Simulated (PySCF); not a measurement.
Molecule: cyclobutanol, C4H8O.

Geometry:
```
atom   x (Å)   y (Å)   z (Å)
  O1   1.380   1.511  -0.256
  C2   0.506   0.598   0.331
  C3  -0.923   0.621  -0.217
  C4  -0.955  -0.911  -0.056
  C5   0.586  -0.895  -0.053
  H6   2.227   1.456   0.197
  H7   0.488   0.704   1.434
  H8  -1.675   1.232   0.303
  H9  -0.893   0.912  -1.278
 H10  -1.361  -1.210   0.923
 H11  -1.461  -1.501  -0.834
 H12   0.984  -0.977  -1.076
 H13   1.129  -1.591   0.604
```

Geometry PBE0-D3(BJ)/def2-SVP throughout; GIAO in PySCF 2.14, gas phase, one conformer, non-relativistic; equivalent atoms averaged; functional PBE0.

For orientation, 6-311+G(2d,p) gives these shifts δ (against TMS at the same level): C2 67.9, C3/C5 33.6, C4 12.4, H7 4.20, H9/H12 1.81, H8/H13 2.06, H10 1.30, H11 1.52, H6 0.23 ppm.

A run gave: C2 68.5, C3/C5 33.9, C4 13.2, H7 4.20, H9/H12 1.81, H8/H13 2.07, H10 1.33, H11 1.53, H6 0.49 ppm (shifts δ (against TMS at the same level)).

**Question.** Which basis set was used in that run?
A. 6-31G*
B. STO-3G
C. cc-pVDZ
D. cc-pVTZ

**Answer.** D. H6 tells them apart best: cc-pVTZ gives 0.49, cc-pVDZ gives -0.09, 6-31G* gives 0.14, STO-3G gives -1.84 ppm.
